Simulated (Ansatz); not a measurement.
**AlH₃NSi+: single points off equilibrium**

The atoms stand at a frame of a short trajectory. How far do the functionals agree with CCSD(T) there?

The runs use Ansatz 0.2.0, Gaussian basis; single points in def2-TZVPP.

Cores are frozen in the correlated methods.

2 further runs of the same task are left out: 2 that didn't finish.

## (1) The system as given

SMILES `[AlH2][N]=[SiH+]`, 6 atoms, charge 1, spin multiplicity 1.

Atoms are counted from 1 here; the program's logs count them from 0.

Bond lengths: Al1–N2 1.946 Å, Al1–H4 1.679 Å, Al1–H5 1.598 Å, N2–Si3 1.532 Å, Si3–H6 1.416 Å. Angles: N2–Al1–H4 101.2°, N2–Al1–H5 116.2°, H4–Al1–H5 141.9°, Al1–N2–Si3 164.6°, N2–Si3–H6 162.4°.

As a file:

```csv
atom,x (Å),y (Å),z (Å)
Al1,-1.0172,0.2985,-1.0228
N2,0.2519,0.0386,0.4300
Si3,1.4046,-0.4444,1.3154
H4,-1.5120,-1.2802,-1.3099
H5,-1.3741,1.8140,-1.3840
H6,2.5161,-1.1713,1.8053
```

## (2) PBE-D4/def2-TZVPP

File run/in.yaml:

```yaml
crystal:
  periodic: [false, false, false]
  atoms:
    - {symbol: Al, position_ang: [-1.017247, 0.298519, -1.022766]}
    - {symbol: N, position_ang: [0.251908, 0.038555, 0.429992]}
    - {symbol: Si, position_ang: [1.404621, -0.444429, 1.315372]}
    - {symbol: H, position_ang: [-1.512036, -1.280156, -1.309874]}
    - {symbol: H, position_ang: [-1.374113, 1.813959, -1.384005]}
    - {symbol: H, position_ang: [2.516093, -1.171267, 1.805301]}
basis:
  gaussian: {orbitals: def2-TZVPP}
total_charge: 1
hamiltonian: {xc: pbe, dispersion: d4}
output: {forces: true}
```

The run is started by

```bash
> ansatz run in.yaml --threads 2 --pin off --events-out ev --progress --plain --max-ram 3481MiB
```

## (3) r2SCAN-D4/def2-TZVPP

run/in.yaml, as its differences from that of step 2:

```diff
@@ -12,3 +12,3 @@
 total_charge: 1
-hamiltonian: {xc: pbe, dispersion: d4}
+hamiltonian: {xc: r2scan, dispersion: d4}
 output: {forces: true}
```

## (4) PBE0-D4/def2-TZVPP

run/in.yaml, as its differences from that of step 3:

```diff
@@ -12,3 +12,3 @@
 total_charge: 1
-hamiltonian: {xc: r2scan, dispersion: d4}
-output: {forces: true}
+hamiltonian: {xc: pbe0, dispersion: d4}
+output: {forces: true, orbitals: {seedname: orbitals}}
```

## (5) wB97M-V/def2-TZVPP

run/in.yaml, as its differences from that of step 4:

```diff
@@ -12,3 +12,3 @@
 total_charge: 1
-hamiltonian: {xc: pbe0, dispersion: d4}
-output: {forces: true, orbitals: {seedname: orbitals}}
+hamiltonian: {xc: {name: wB97M-V}}
+output: {forces: true}
```

## (6) CCSD(T)/def2-TZVPP

run/in.yaml, as its differences from that of step 5:

```diff
@@ -12,3 +12,3 @@
 total_charge: 1
-hamiltonian: {xc: {name: wB97M-V}}
+correlation: {method: ccsd_t}
 output: {forces: true}
```

(Steps that only read results are left out.)

Before running it: what results should come out? Wanted: energy less free atoms, CCSD(T)/def2-TZVPP; RMS force component; RMS force error; HOMO and LUMO, PBE0-D4; T1 diagnostic.

As calculated:

| quantity | value |
| --- | --- |
| energy less free atoms, CCSD(T)/def2-TZVPP | -814.6 kJ/mol |
| RMS force component | 0.661 to 0.690 eV/Å over the methods |
| RMS force error | PBE-D4 0.145, r2SCAN-D4 0.188, PBE0-D4 0.332, wB97M-V 0.404 eV/Å |
| HOMO and LUMO, PBE0-D4 | -12.69 and -8.74 eV |
| T1 diagnostic | 0.025 |

What this shows: Against CCSD(T) the functionals' energies less atoms differ by -69.1 to -8.0 kJ/mol, PBE-D4 by -69.1 kJ/mol. The reference is not at the basis limit: in triple zeta CCSD(T) underbinds, which counts against methods that bind more; the gaps are no ranking. The forces of PBE-D4 come nearest to CCSD(T), those of wB97M-V are farthest. Frozen-core CCSD(T) forces in triple zeta carry basis errors of their own, and this is one geometry, so small gaps rank nothing. The restricted Hartree–Fock reference is unstable towards an unrestricted one at one or more of these structures.
